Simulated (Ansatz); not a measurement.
How far each method lies from full CI for CHN, singlet

Geometry: MP2(full)/6-31G*, from the G2/97 set.

```yaml
atoms:
  - { symbol: C, position_ang: [0.0000, 0.0000, 0.0357] }
  - { symbol: N, position_ang: [0.0000, 0.0000, -1.1405] }
  - { symbol: H, position_ang: [0.0000, 0.0000, 1.1047] }
```

Basis 6-31G; Ansatz 0.2.0. Only valence electrons are correlated (noble-gas cores frozen), which leaves 10 electrons in 18 orbitals. R marks a restricted (for open shells ROHF) determinant, U an unrestricted one. Active spaces: valence = (10e, 9o) chosen from the atoms' valence shells.

Full CI is exact within this basis and frozen core; it isn't the basis-set limit. The frozen core follows each run's orbitals, which can shift R against U totals by a few meV.

* UHF ⟨S²⟩: 0.054
* T1 diagnostic (RCCSD): 0.0138
* largest doubles amplitude (RCCSD): 0.120

| level | E − E(RHF) (eV) |
| --- | --- |
| UHF | -0.0015 |
| RMP2 | -5.9037 |
| RCCSD | -5.9164 |
| RCCSD(T) | -6.1161 |

**Question.** Estimate how far full CI in 6-31G lies from RCCSD(T). The table doesn't fix it; the size of (T) and the diagnostics are the guide.

**Answer.** Full CI in 6-31G lies 4.2 kJ/mol below RCCSD(T), which is 22 % of the (T) step (-19.3 kJ/mol). A doubles amplitude is large, RHF is unstable towards spin polarisation, but (T) still catches most of what CCSD lacks. The miss exceeds 1 kcal/mol.

The other levels:

| level | E − E(full CI) (kJ/mol) | share of correlation (%) | wall time |
| --- | --- | --- | --- |
| CISD | 66.0 | 88.89 | 0.61 s |
| BCCD(T) | 4.3 | 99.28 | 0.37 s |
| RCCSDT | 4.3 | 99.28 | – |
| CISDTQ | 4.3 | 99.28 | 2.5 s |
| RCCSDT(Q) | -0.1 | 100.01 | 1 s |
| RCCSDTQ | 0.5 | 99.92 | 7 s |
| CASSCF (valence space) | 165.1 | 72.21 | – |
| NEVPT2 (valence space) | 39.0 | 93.43 | 3.2 s |
| MRCISD (valence space) | 5.3 | 99.11 | – |
| MRCISD+Q (valence space) | 1.3 | 99.78 | 11 s |

The correlation energy at full CI, counted from RHF, is -6.160 eV. That run took 6 s on 2 threads of AMD EPYC 7R13 with a shared H100 80 GB, shared host over 18,367,552 determinants.

Times hold each run's SCF and search for its determinant on a shared host, so for small cases they say little of a method's own cost; they ran on 1 thread of AMD EPYC 7R13.

The full-CI state has the irrep A1 of C2v, in the program's axes (one component, if the state is degenerate).

Natural occupations of full CI about the gap: 1.983 1.971 1.969 1.916 1.916 0.080 0.080 0.031 0.015 0.013; effectively unpaired electrons, Σ n²(2−n)², 0.11.

Atomization energy (electronic, same basis, no zero-point term; atoms at the same level, unrestricted beside the R rows where the molecule is a closed shell, with restricted open-shell steps beyond CCSDT(Q)) at full CI: 1101.0 kJ/mol. Errors of other levels:

| level | error (kJ/mol) |
| --- | --- |
| RHF | -406.6 |
| UHF | -406.5 |
| RMP2 | 31.3 |
| CISD | -63.0 |
| RCCSD | -21.7 |
| RCCSD(T) | -3.7 |
| BCCD(T) | -3.5 |
| RCCSDT | -4.3 |
| CISDTQ | -4.0 |
| RCCSDT(Q) | 0.1 |
| RCCSDTQ | -0.5 |
| CASSCF (valence space) | -16.1 |
| NEVPT2 (valence space) | 12.5 |
| MRCISD (valence space) | -3.6 |
| MRCISD+Q (valence space) | -1.7 |

This basis is far from its limit, so the value isn't to be set against a measured one. Truncated CI isn't size-consistent, which counts against it in atomization.
